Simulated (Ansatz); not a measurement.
System: phosphine, PH3 (charge 0, singlet). 
Structure (B3LYP-D3(BJ)/def2-TZVP (Ansatz, a quantum-chemistry and plane-wave program) minimum search):
```
P
H 1 1.4188
H 1 1.4188 2 93.38
H 1 1.4188 2 93.38 3 93.59
```
Charge 0, spin multiplicity 1.

Basis-set convergence of Hartree-Fock and CCSD(T) correlation energies (hartree) with Ansatz. Valence correlation only, unless marked. No spin-orbit coupling. Non-relativistic.

```json
[
 {"basis": "cc-pV(D+d)Z", "functions": "38", "E(HF)": "-342.47590", "E(corr, CCSD(T))": "-0.16813"},
 {"basis": "cc-pV(T+d)Z", "functions": "81", "E(HF)": "-342.48995", "E(corr, CCSD(T))": "-0.20524"},
 {"basis": "cc-pV(Q+d)Z", "functions": "154", "E(HF)": "-342.49365", "E(corr, CCSD(T))": "-0.21593"}
]
```

Extrapolating the two largest sets (X = 3 and 4) as X^-3: E(corr) = (64·(-0.21593) - 27·(-0.20524))/37 = -0.2237 Eh, an estimate of the basis-set limit. The largest set recovers 96.5 % of it, the smallest 75.1 %.
